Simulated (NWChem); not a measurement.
Everything below was run with NWChem. System: F (+1), charge 1, spin multiplicity 3. Its SCF solution wasn't tested for a lower state. Level: UCCSD(T)/cc-pVDZ, 1 core orbitals frozen.

Job file:

```
start mol
memory heap 100 mb stack 700 mb global 1900 mb
charge 1
geometry units angstroms nocenter noautoz
  F      0.000000     0.000000     0.000000
  symmetry group D2h
end
basis spherical
  * library cc-pvdz
end
scf
  uhf
  nopen 2
  maxiter 100
  thresh 1e-7
  semidirect memsize 60000000 filesize 0
  # guess.movecs holds the orbitals of an unrestricted PBE0 run
  vectors input guess.movecs output mol.movecs
end
tce
  freeze core 1
  ccsd(t)
  thresh 1e-6
  maxiter 100
  tilesize 24
end
task tce energy
```

Part of the output:

```
             Northwest Computational Chemistry Package (NWChem) 7.3.0
             --------------------------------------------------------

                                NWChem Input Module
                                -------------------

 Scaling coordinates for geometry "geometry" by  1.889725989
 (inverse scale =  0.529177249)

                             Geometry "geometry" -> ""
                             -------------------------

 Output coordinates in angstroms (scale by  1.889725989 to convert to a.u.)

  No.       Tag          Charge          X              Y              Z
 ---- ---------------- ---------- -------------- -------------- --------------
    1 F                    9.0000     0.00000000     0.00000000     0.00000000

 Effective nuclear repulsion energy (a.u.)       0.0000000000

            Nuclear Dipole moment (a.u.)
            ----------------------------
        X                 Y               Z
 ---------------- ---------------- ----------------
     0.0000000000     0.0000000000     0.0000000000

      Symmetry information
      --------------------

 Group name             D2h
 Group number             26
 Group order               8
 No. of unique centers     1

      Symmetry unique atoms

     1


 Summary of "ao basis" -> "" (spherical)
 ------------------------------------------------------------------------------
       Tag                 Description            Shells   Functions and Types
 ---------------- ------------------------------  ------  ---------------------
 *                          cc-pvdz                   on all atoms

 Summary of "ao basis" -> "ao basis" (spherical)
 ------------------------------------------------------------------------------
       Tag                 Description            Shells   Functions and Types
 ---------------- ------------------------------  ------  ---------------------
 F                          cc-pvdz                  6       14   3s2p1d

                                 NWChem SCF Module
                                 -----------------

  ao basis        = "ao basis"
  functions       =    14
  atoms           =     1
  alpha electrons =     5
  beta  electrons =     3
  charge          =   1.00
  wavefunction    = UHF
  use symmetry    = T
  symmetry adapt  = T

 Summary of "ao basis" -> "ao basis" (spherical)
 ------------------------------------------------------------------------------
       Tag                 Description            Shells   Functions and Types
 ---------------- ------------------------------  ------  ---------------------
 F                          cc-pvdz                  6       14   3s2p1d

      Symmetry analysis of basis
      --------------------------

        ag          5
        au          0
        b1g         1
        b1u         2
        b2g         1
        b2u         2
        b3g         1
        b3u         2

 Forming initial guess at       0.0s

   Symmetry analysis of molecular orbitals - initial alpha
   -------------------------------------------------------

  Numbering of irreducible representations:

     1 ag          2 au          3 b1g         4 b1u         5 b2g
     6 b2u         7 b3g         8 b3u

  Orbital symmetries:

     1 ag          2 ag          3 b1u         4 b2u         5 b3u
     6 b1u         7 b2u         8 b3u         9 ag         10 b3g
    11 ag         12 b2g        13 b1g        14 ag

   Symmetry analysis of molecular orbitals - initial beta
   ------------------------------------------------------
[...]
 moments of inertia (a.u.)
 ------------------
           0.000000000000           0.000000000000           0.000000000000
           0.000000000000           0.000000000000           0.000000000000
           0.000000000000           0.000000000000           0.000000000000

  Mulliken analysis of the total density
  --------------------------------------

    Atom       Charge   Shell Charges
 -----------   ------   -------------------------------------------------------
    1 F    9     8.00   2.00  1.06  0.94  2.92  1.08  0.00

  Mulliken analysis of the alpha density
  --------------------------------------

    Atom       Charge   Shell Charges
 -----------   ------   -------------------------------------------------------
    1 F    9     5.00   1.00  0.56  0.44  2.23  0.77  0.00

   Mulliken analysis of the beta density
   -------------------------------------

    Atom       Charge   Shell Charges
 -----------   ------   -------------------------------------------------------
    1 F    9     3.00   1.00  0.50  0.50  0.70  0.30  0.00

   Mulliken analysis of the spin density
   -------------------------------------

    Atom       Charge   Shell Charges
 -----------   ------   -------------------------------------------------------
    1 F    9     2.00   0.00  0.06 -0.06  1.53  0.47 -0.00

       Multipole analysis of the density wrt the origin
       ------------------------------------------------

     L   x y z        total         alpha         beta         nuclear
     -   - - -        -----         -----         ----         -------
     0   0 0 0      1.000000     -5.000000     -3.000000      9.000000

     1   1 0 0      0.000000     -0.000000      0.000000      0.000000
     1   0 1 0      0.000000     -0.000000      0.000000      0.000000
     1   0 0 1     -0.000000      0.000000     -0.000000      0.000000

     2   2 0 0     -2.795151     -1.586709     -1.208442      0.000000
     2   1 1 0      0.000000      0.000000     -0.000000      0.000000
     2   1 0 1      0.000000      0.000000     -0.000000      0.000000
     2   0 2 0     -2.241187     -1.579333     -0.661854      0.000000
     2   0 1 1     -0.000000     -0.000000     -0.000000      0.000000
     2   0 0 2     -2.241187     -1.579333     -0.661854      0.000000

                   NWChem Extensible Many-Electron Theory Module
                   ---------------------------------------------


            General Information
            -------------------
      Number of processors :     1
         Wavefunction type : Unrestricted Hartree-Fock
          No. of electrons :     8
           Alpha electrons :     5
            Beta electrons :     3
           No. of orbitals :    28
            Alpha orbitals :    14
             Beta orbitals :    14
        Alpha frozen cores :     1
         Beta frozen cores :     1
     Alpha frozen virtuals :     0
      Beta frozen virtuals :     0
         Spin multiplicity : triplet
    Number of AO functions :    14
       Number of AO shells :     6
        Use of symmetry is : on
      Symmetry adaption is : on
         Schwarz screening : 0.10D-09

          Correlation Information
          -----------------------
          Calculation type : Coupled-cluster singles & doubles w/ perturbation
   Perturbative correction : (T)
            Max iterations :      100
        Residual threshold : 0.10D-05
     T(0) DIIS level shift : 0.00D+00
     L(0) DIIS level shift : 0.00D+00
     T(1) DIIS level shift : 0.00D+00
     L(1) DIIS level shift : 0.00D+00
     T(R) DIIS level shift : 0.00D+00
     T(I) DIIS level shift : 0.00D+00
   CC-T/L Amplitude update :  5-th order DIIS
                I/O scheme : Global Array Library
        L-threshold :  0.10D-05
        EOM-threshold :  0.10D-05
 no EOMCCSD initial starts read in
 TCE RESTART OPTIONS
 SLICE:      F
 D4D5:       F
 quantumc:   F
 qrotation:  F
 pwtce:      F
 qducc:      F
 nacto:                         0
 nrotv:                         0
 nrot:                          0

            Memory Information
            ------------------
          Available GA space size is     249036408 doubles
          Available MA space size is     104856228 doubles

 Maximum block size supplied by input
 Maximum block size        24 doubles

 tile_dim =      3

 -------------------------------------------------

 Global array virtual files algorithm will be used

 Parallel file system coherency ......... OK


 half-transformed integrals in memory

 2-e (intermediate) file size =           70364
 2-e (intermediate) file name = ./mol.v2i

 2-e integrals stored in memory



CCSD iterations
 ---------------------------------------------------------
 Iter          Residuum       Correlation     Cpu    Wall
 ---------------------------------------------------------
    1   0.1085465039821  -0.0985145513379     0.1     0.1
    2   0.0252155038128  -0.1099538007925     0.2     0.2
    3   0.0088017603648  -0.1117205929356     0.1     0.1
    4   0.0039053305504  -0.1121388163025     0.1     0.1
    5   0.0019472856184  -0.1122648334642     0.1     0.1
    6   0.0001492380035  -0.1123440805496     0.1     0.1
    7   0.0000490614506  -0.1123453630540     0.1     0.1
    8   0.0000210908706  -0.1123451174350     0.1     0.1
    9   0.0000097407119  -0.1123451036103     0.1     0.1
   10   0.0000047418572  -0.1123451086641     0.1     0.1
   11   0.0000002938482  -0.1123451199906     0.1     0.1
 -----------------------------------------------------------------
 Iterations converged
 CCSD correlation energy / hartree =        -0.112345119990628
 CCSD total energy / hartree       =       -98.912830420097990

 Singles contributions

 Doubles contributions
 CCSD(T)
 Using plain CCSD(T) code
             total no. of tasks         1056
 total no. of tasks / no. procs         1056
                         wl_min            1           1.0
                         wl_max           27           1.7
        thresh for no. of tasks         1056

 CCSD[T]  correction energy / hartree =        -0.000818003684123
 CCSD[T] correlation energy / hartree =        -0.113163123674751
 CCSD[T] total energy / hartree       =       -98.913648423782107
 CCSD(T)  correction energy / hartree =        -0.000778674098458
 CCSD(T) correlation energy / hartree =        -0.113123794089086
 CCSD(T) total energy / hartree       =       -98.913609094196445

 Task  times  cpu:        1.8s     wall:        1.8s

 Total times  cpu:        1.8s     wall:        1.8s
```
